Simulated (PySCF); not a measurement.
# C2HNO: excited-state relaxation, vibronic structure

Wanted: excited-state relaxation, vibronic structure for C2HNO (`N#CC=O`).

Computed with PySCF 2.14.0 and routines of our own; the level stands in each step. Atoms count from 0.

### 1 The starting structure

5 atoms, charge 0, multiplicity 1; geometry from: GFN2-xTB.

### 2 Geometry optimisation at PBE0/6-31+G*

The job: settings as JSON, then the geometry in Å.

```
{"job": {"xc": "PBE0", "basis": "6-31+G*", "grid": 1, "kind": "geom"}, "charge": 0, "multiplicity": 1}
N      1.906751    -0.228252     0.569803
C      0.819149    -0.068477     0.251820
C     -0.557180     0.080282    -0.167948
O     -1.195267     1.089680    -0.104060
H     -0.964831    -0.870381    -0.566801
```

The run is started by

```sh
OMP_NUM_THREADS=1 python excited_run.py task.json out
```

One launch serves the whole session: the jobs run in the order shown.

Log:

```text
step   0  E = -206.50316294  max force = 0.038622
step   1  E = -206.50453818  max force = 0.007680
step   2  E = -206.50436376  max force = 0.006010
step   3  E = -206.50457520  max force = 0.002655
step   4  E = -206.50460455  max force = 0.000768
step   5  E = -206.50459246  max force = 0.002054
step   6  E = -206.50460530  max force = 0.000761
step   7  E = -206.50460760  max force = 0.000170
optimisation converged
```

It took 8.1 s on 1 thread of Arm Neoverse V1, shared host; peak memory 0.33 GiB.

The steps of the relaxation: (the energy doesn't fall at every step)

| step | energy from step 0 (eV) | largest force component (eV/Å) |
| --- | --- | --- |
| 0 | 0.0000 | 1.9860 |
| 1 | -0.0374 | 0.3949 |
| 2 | -0.0327 | 0.3090 |
| 3 | -0.0384 | 0.1365 |
| 4 | -0.0392 | 0.0395 |
| 5 | -0.0389 | 0.1056 |
| 6 | -0.0392 | 0.0391 |
| 7 | -0.0393 | 0.0087 |

Distances of close pairs at the start and the end, largest changes first:

| bond | before (Å) | after (Å) | change (Å) |
| --- | --- | --- | --- |
| C1–C2 | 1.447 | 1.468 | +0.022 |
| N0–C1 | 1.144 | 1.160 | +0.016 |
| C2–O3 | 1.196 | 1.204 | +0.008 |
| C2–H4 | 1.109 | 1.103 | -0.006 |

The final coordinates are the input of the step that follows.

| at the end point | value |
| --- | --- |
| point group (found at 0.08 Å tolerance) | Cs |
| rotational constants (GHz, main isotopes) | 67.097, 5.011, 4.663 |
| dipole moment (D) | 2.50 |

### 3 Excited-state relaxation: TDA PBE0/6-31+G*

The job: settings as JSON, then the geometry in Å.

```
{"job": {"kind": "xopt", "state": "S1", "method": "TDA", "freq": true, "xc": "PBE0", "basis": "6-31+G*", "grid": 1}, "charge": 0, "multiplicity": 1}
N      1.900332    -0.198842     0.573206
C      0.794664    -0.051963     0.253811
C     -0.606079     0.087812    -0.163003
O     -1.210393     1.123069    -0.051127
H     -1.053057    -0.828706    -0.583328
```

With the program's defaults for keys left out, this is: TDA PBE0/6-31+G* excited-state geometry optimisation, gas phase.

Log:

```text
final grid: 23136 points
cycle   1  E = -206.3696144728  dE =  6.422e-01  |g| = 7.820e-01  |ddm| = 2.728e+00
cycle   2  E = -205.7744523622  dE =  5.952e-01  |g| = 1.889e+00  |ddm| = 2.796e+00
cycle   3  E = -206.5036768369  dE = -7.292e-01  |g| = 6.679e-02  |ddm| = 1.972e+00
cycle   4  E = -206.5035894939  dE =  8.734e-05  |g| = 6.771e-02  |ddm| = 9.360e-02
cycle   5  E = -206.5044610854  dE = -8.716e-04  |g| = 2.504e-02  |ddm| = 5.771e-02
cycle   6  E = -206.5046035038  dE = -1.424e-04  |g| = 4.372e-03  |ddm| = 2.098e-02
cycle   7  E = -206.5046073589  dE = -3.855e-06  |g| = 1.081e-03  |ddm| = 4.958e-03
cycle   8  E = -206.5046075879  dE = -2.290e-07  |g| = 2.256e-04  |ddm| = 1.357e-03
cycle   9  E = -206.5046075999  dE = -1.195e-08  |g| = 2.499e-05  |ddm| = 3.260e-04
cycle  10  E = -206.5046076000  dE = -1.726e-10  |g| = 3.934e-06  |ddm| = 3.914e-05
converged SCF energy = -206.5046076000

vertical S1 at the ground-state geometry: 3.7868 eV
step    E(state)/Eh    max force   excitation/eV  root
  0    -206.36326316   0.121384     3.8278      1
  1    -206.37357662   0.027776     3.0158      1
  2    -206.37750856   0.018195     2.9958      1
  3    -206.37956516   0.011538     2.9921      1
  4    -206.38038875   0.002081     2.9677      1
  5    -206.38041511   0.000576     2.9704      1
  6    -206.38041858   0.000192     2.9743      1
optimisation converged
vertical emission 2.9743 eV, adiabatic 3.3794 eV, Stokes shift 0.8125 eV, reorganisation 0.4075 (excited) and 0.4050 eV (ground)
in cyclohexane: absorption 3.8006 eV (f = 0.0005, root 1), emission 3.0023 eV (f = 0.0003, root 1)
in methanol: absorption 3.8371 eV (f = 0.0005, root 1), emission 3.0497 eV (f = 0.0003, root 1)
zero-point change -0.0652 eV, 0-0 energy 3.3141 eV
frequencies of the excited state (cm-1): 223 402 520 546 991 1183 1521 2265 3092
```

Run time: 100 s. Hardware: 1 thread of Arm Neoverse V1, shared host; peak memory 0.37 GiB.

In short:

| quantity | value |
| --- | --- |
| vertical absorption, S1 | 3.79 eV |
| adiabatic energy, S1 | 3.38 eV |
| vertical emission, S1 | 2.97 eV |
| Stokes shift, S1 | 0.81 eV |
| geometry moved (RMSD), S1 | 0.045 Å |

Bonds of the start that changed most:

| bond | start (Å) | end (Å) |
| --- | --- | --- |
| C2–O3 | 1.204 | 1.296 |
| C1–C2 | 1.468 | 1.386 |
| N0–C1 | 1.160 | 1.174 |
| C2–H4 | 1.103 | 1.098 |

### 4 Excited-state relaxation: UKS PBE0/6-31+G*

The job: settings as JSON, then the geometry in Å.

```
{"job": {"kind": "xopt", "state": "T1", "method": "UKS", "freq": true, "xc": "PBE0", "basis": "6-31+G*", "grid": 1}, "charge": 0, "multiplicity": 1}
N      1.900332    -0.198842     0.573206
C      0.794664    -0.051963     0.253811
C     -0.606079     0.087812    -0.163003
O     -1.210393     1.123069    -0.051127
H     -1.053057    -0.828706    -0.583328
```

With the program's defaults for keys left out, this is: UKS PBE0/6-31+G* excited-state geometry optimisation, gas phase.

Log:

```text
final grid: 23136 points
cycle   1  E = -206.3696144728  dE =  6.422e-01  |g| = 7.820e-01  |ddm| = 2.728e+00
cycle   2  E = -205.7744523622  dE =  5.952e-01  |g| = 1.889e+00  |ddm| = 2.796e+00
cycle   3  E = -206.5036768369  dE = -7.292e-01  |g| = 6.679e-02  |ddm| = 1.972e+00
cycle   4  E = -206.5035894939  dE =  8.734e-05  |g| = 6.771e-02  |ddm| = 9.360e-02
cycle   5  E = -206.5044610854  dE = -8.716e-04  |g| = 2.504e-02  |ddm| = 5.771e-02
cycle   6  E = -206.5046035038  dE = -1.424e-04  |g| = 4.372e-03  |ddm| = 2.098e-02
cycle   7  E = -206.5046073589  dE = -3.855e-06  |g| = 1.081e-03  |ddm| = 4.958e-03
cycle   8  E = -206.5046075879  dE = -2.290e-07  |g| = 2.256e-04  |ddm| = 1.357e-03
cycle   9  E = -206.5046075999  dE = -1.195e-08  |g| = 2.499e-05  |ddm| = 3.260e-04
cycle  10  E = -206.5046076000  dE = -1.726e-10  |g| = 3.934e-06  |ddm| = 3.914e-05
converged SCF energy = -206.5046076000

vertical T1 at the ground-state geometry: 3.0855 eV
step    E(state)/Eh    max force   <S^2>
  0    -206.38926374   0.124004    2.0114
  1    -206.40295167   0.023388    2.0196
  2    -206.40710098   0.013728    2.0177
  3    -206.40813391   0.009637    2.0168
  4    -206.40914998   0.005154    2.0172
  5    -206.40931093   0.000943    2.0173
  6    -206.40932025   0.000766    2.0174
  7    -206.40932499   0.000553    2.0174
  8    -206.40932585   0.000150    2.0174
optimisation converged
vertical emission 2.0663 eV, adiabatic 2.5927 eV, Stokes shift 1.0193 eV, reorganisation 0.4928 (excited) and 0.5265 eV (ground)
zero-point change -0.0770 eV, 0-0 energy 2.5158 eV
frequencies of the excited state (cm-1): 224 369 423 548 1001 1161 1425 2218 3185
```

It took 62 s on 1 thread of Arm Neoverse V1, shared host; peak memory 0.37 GiB.

Key values:

| quantity | value |
| --- | --- |
| vertical gap at the ground-state geometry, T1 | 3.09 eV |
| adiabatic energy, T1 | 2.59 eV |
| vertical gap at the relaxed geometry, T1 | 2.07 eV |
| difference of the two gaps, T1 | 1.02 eV |
| geometry moved (RMSD), T1 | 0.056 Å |

Bonds of the start that changed most:

| bond | start (Å) | end (Å) |
| --- | --- | --- |
| C2–O3 | 1.204 | 1.319 |
| C1–C2 | 1.468 | 1.386 |
| N0–C1 | 1.160 | 1.174 |
| C2–H4 | 1.103 | 1.091 |

### 5 Excited-state relaxation: TDA PBE0/6-31+G*

The job: settings as JSON, then the geometry in Å.

```
{"job": {"kind": "xopt", "state": "T1", "method": "TDA", "xc": "PBE0", "basis": "6-31+G*", "grid": 1}, "charge": 0, "multiplicity": 1}
N      1.900332    -0.198842     0.573206
C      0.794664    -0.051963     0.253811
C     -0.606079     0.087812    -0.163003
O     -1.210393     1.123069    -0.051127
H     -1.053057    -0.828706    -0.583328
```

Level: TDA PBE0/6-31+G* excited-state geometry optimisation, gas phase.

Log:

```text
final grid: 23136 points
cycle   1  E = -206.3696144728  dE =  6.422e-01  |g| = 7.820e-01  |ddm| = 2.728e+00
cycle   2  E = -205.7744523622  dE =  5.952e-01  |g| = 1.889e+00  |ddm| = 2.796e+00
cycle   3  E = -206.5036768369  dE = -7.292e-01  |g| = 6.679e-02  |ddm| = 1.972e+00
cycle   4  E = -206.5035894939  dE =  8.734e-05  |g| = 6.771e-02  |ddm| = 9.360e-02
cycle   5  E = -206.5044610854  dE = -8.716e-04  |g| = 2.504e-02  |ddm| = 5.771e-02
cycle   6  E = -206.5046035038  dE = -1.424e-04  |g| = 4.372e-03  |ddm| = 2.098e-02
cycle   7  E = -206.5046073589  dE = -3.855e-06  |g| = 1.081e-03  |ddm| = 4.958e-03
cycle   8  E = -206.5046075879  dE = -2.290e-07  |g| = 2.256e-04  |ddm| = 1.357e-03
cycle   9  E = -206.5046075999  dE = -1.195e-08  |g| = 2.499e-05  |ddm| = 3.260e-04
cycle  10  E = -206.5046076000  dE = -1.726e-10  |g| = 3.934e-06  |ddm| = 3.914e-05
converged SCF energy = -206.5046076000

vertical T1 at the ground-state geometry: 3.0832 eV
step    E(state)/Eh    max force   excitation/eV  root
  0    -206.38937915   0.124201     3.1172      1
  1    -206.40134997   0.034999     2.1952      1
  2    -206.40542685   0.013854     2.2104      1
  3    -206.40642111   0.010638     2.1701      1
  4    -206.40734623   0.006355     2.1999      1
  5    -206.40745970   0.000647     2.2152      1
  6    -206.40746738   0.000278     2.2112      1
optimisation converged
vertical emission 2.2112 eV, adiabatic 2.6433 eV, Stokes shift 0.8719 eV, reorganisation 0.4399 (excited) and 0.4321 eV (ground)
```

Run time: 16 s. Hardware: 1 thread of Arm Neoverse V1, shared host; peak memory 0.37 GiB.

Key values:

| quantity | value |
| --- | --- |
| vertical gap at the ground-state geometry, T1 | 3.08 eV |
| adiabatic energy, T1 | 2.64 eV |
| vertical gap at the relaxed geometry, T1 | 2.21 eV |
| difference of the two gaps, T1 | 0.87 eV |
| geometry moved (RMSD), T1 | 0.049 Å |

Bonds of the start that changed most:

| bond | start (Å) | end (Å) |
| --- | --- | --- |
| C2–O3 | 1.204 | 1.302 |
| C1–C2 | 1.468 | 1.387 |
| N0–C1 | 1.160 | 1.172 |
| C2–H4 | 1.103 | 1.092 |

### 6 Vibronic structure: TDA PBE0/6-31+G*

The job: settings as JSON, then the geometry in Å.

```
{"job": {"kind": "vib", "tda": true, "freq": true, "xc": "PBE0", "basis": "6-31+G*", "grid": 1}, "charge": 0, "multiplicity": 1}
N      1.900332    -0.198842     0.573206
C      0.794664    -0.051963     0.253811
C     -0.606079     0.087812    -0.163003
O     -1.210393     1.123069    -0.051127
H     -1.053057    -0.828706    -0.583328
```

With the program's defaults for keys left out, this is: TDA PBE0/6-31+G* vertical-gradient vibronic structure (displaced harmonic oscillators, Condon), gas phase.

Log:

```text
final grid: 23136 points
cycle   1  E = -206.3696144728  dE =  6.422e-01  |g| = 7.820e-01  |ddm| = 2.728e+00
cycle   2  E = -205.7744523622  dE =  5.952e-01  |g| = 1.889e+00  |ddm| = 2.796e+00
cycle   3  E = -206.5036768369  dE = -7.292e-01  |g| = 6.679e-02  |ddm| = 1.972e+00
cycle   4  E = -206.5035894939  dE =  8.734e-05  |g| = 6.771e-02  |ddm| = 9.360e-02
cycle   5  E = -206.5044610854  dE = -8.716e-04  |g| = 2.504e-02  |ddm| = 5.771e-02
cycle   6  E = -206.5046035038  dE = -1.424e-04  |g| = 4.372e-03  |ddm| = 2.098e-02
cycle   7  E = -206.5046073589  dE = -3.855e-06  |g| = 1.081e-03  |ddm| = 4.958e-03
cycle   8  E = -206.5046075879  dE = -2.290e-07  |g| = 2.256e-04  |ddm| = 1.357e-03
cycle   9  E = -206.5046075999  dE = -1.195e-08  |g| = 2.499e-05  |ddm| = 3.260e-04
cycle  10  E = -206.5046076000  dE = -1.726e-10  |g| = 3.934e-06  |ddm| = 3.914e-05
converged SCF energy = -206.5046076000

Singlet excitations (eV, f): 3.787 (0.0005)  5.654 (0.0000)  6.672 (0.1133)  7.038 (0.0145)  7.349 (0.0034)  7.996 (0.0000)

State S1  3.7868 eV  f = 0.00047  H->L 0.99
  relaxed dipole 3.421 D, largest gradient of the excitation energy 0.1148 Eh/bohr
  mode    cm-1        S   lambda/meV  Raman
    7   1829.8    1.3203     299.5   1.000
    4    944.9    0.5615      65.8   0.113
    8   2369.7    0.1047      30.8   0.133
    6   1417.5    0.0517       9.1   0.024
    3    632.8    0.0984       7.7   0.009
    1    223.7    0.0283       0.8   0.000
  reorganisation energy 0.4146 eV, total S 2.167, 0-0 3.3722 eV
  absorption maximum 3.600 eV, width 0.482 eV

State S3  6.6720 eV  f = 0.11328  H-1->L 0.75, H-2->L+1 0.14
  relaxed dipole 2.232 D, largest gradient of the excitation energy 0.1611 Eh/bohr
  mode    cm-1        S   lambda/meV  Raman
    8   2369.7    0.9147     268.7   1.000
    7   1829.8    0.2891      65.6   0.188
    1    223.7    2.1811      60.5   0.021
    4    944.9    0.3111      36.4   0.054
    6   1417.5    0.0490       8.6   0.019
    3    632.8    0.0935       7.3   0.007
  reorganisation energy 0.4481 eV, total S 3.841, 0-0 6.2239 eV
  absorption maximum 6.570 eV, width 0.686 eV

State S4  7.0375 eV  f = 0.01453  H-3->L 0.98
  relaxed dipole 4.295 D, largest gradient of the excitation energy 0.0823 Eh/bohr
  mode    cm-1        S   lambda/meV  Raman
    7   1829.8    0.5315     120.6   1.000
    6   1417.5    0.1256      22.1   0.142
    1    223.7    0.5080      14.1   0.014
    4    944.9    0.0345       4.0   0.017
    9   3060.4    0.0055       2.1   0.029
    8   2369.7    0.0057       1.7   0.018
    3    632.8    0.0095       0.7   0.002
  reorganisation energy 0.1653 eV, total S 1.220, 0-0 6.8722 eV
  absorption maximum 6.878 eV, width 0.272 eV

State T1  3.0832 eV  f = 0.00000  H->L 0.98
  relaxed dipole 3.575 D, largest gradient of the excitation energy 0.1180 Eh/bohr
  mode    cm-1        S   lambda/meV  Raman
    7   1829.8    1.4625     331.8   1.000
    4    944.9    0.5381      63.0   0.098
    8   2369.7    0.0938      27.5   0.108
    6   1417.5    0.0692      12.2   0.028
    3    632.8    0.1494      11.7   0.012
    9   3060.4    0.0080       3.0   0.015
    1    223.7    0.0425       1.2   0.000
  reorganisation energy 0.4505 eV, total S 2.364, 0-0 2.6327 eV
  absorption maximum 2.861 eV, width 0.694 eV
```

It took 3.4 s on 1 thread of Arm Neoverse V1, shared host; peak memory 0.38 GiB.

### 7 What came out

| quantity | value |
| --- | --- |
| point group | Cs |
| rotational constants (main isotopes) | 67.10, 5.01, 4.66 GHz |
| vertical absorption, S1 (step 3, TDA PBE0/6-31+G*) | 3.79 eV |
| adiabatic energy, S1 (step 3, TDA PBE0/6-31+G*) | 3.38 eV |
| vertical emission, S1 (step 3, TDA PBE0/6-31+G*) | 2.97 eV |
| Stokes shift, S1 (step 3, TDA PBE0/6-31+G*) | 0.81 eV |
| vertical gap at the ground-state geometry, T1 (step 4, UKS PBE0/6-31+G*) | 3.09 eV |
| adiabatic energy, T1 (step 4, UKS PBE0/6-31+G*) | 2.59 eV |
| vertical gap at the relaxed geometry, T1 (step 4, UKS PBE0/6-31+G*) | 2.07 eV |
| difference of the two gaps, T1 (step 4, UKS PBE0/6-31+G*) | 1.02 eV |
| vertical gap at the ground-state geometry, T1 (step 5, TDA PBE0/6-31+G*) | 3.08 eV |
| adiabatic energy, T1 (step 5, TDA PBE0/6-31+G*) | 2.64 eV |
| vertical gap at the relaxed geometry, T1 (step 5, TDA PBE0/6-31+G*) | 2.21 eV |
| difference of the two gaps, T1 (step 5, TDA PBE0/6-31+G*) | 0.87 eV |
| S1: vertical, reorganisation, 0-0, total S (step 6, TDA PBE0/6-31+G*, modes from PBE0/6-31+G*) | 3.79, 0.41, 3.37 eV; 2.2 |
| S3: vertical, reorganisation, 0-0, total S (step 6, TDA PBE0/6-31+G*, modes from PBE0/6-31+G*) | 6.67, 0.45, 6.22 eV; 3.8 |
| S4: vertical, reorganisation, 0-0, total S (step 6, TDA PBE0/6-31+G*, modes from PBE0/6-31+G*) | 7.04, 0.17, 6.87 eV; 1.2 |

What this shows: Over 7 steps the energy fell by 0.039 eV; of the close pairs, C1–C2 changed most, 1.447 to 1.468 Å. In step 3 (excited-state relaxation), among the bonds C2–O3 changes most, from 1.204 to 1.296 Å. In step 4 (excited-state relaxation), among the bonds C2–O3 changes most, from 1.204 to 1.319 Å. Where no frequencies were run, the relaxed excited state may be a saddle. In step 5 (excited-state relaxation), among the bonds C2–O3 changes most, from 1.204 to 1.302 Å. The vibronic model keeps the ground-state modes and shifts them along the gradient alone, so it can miss much of the relaxation that a full optimisation finds. ΔSCF (UKS) and response values aren't on one footing and may follow different states, so their differences aren't method errors alone, and singlets and triplets from the two don't rank.
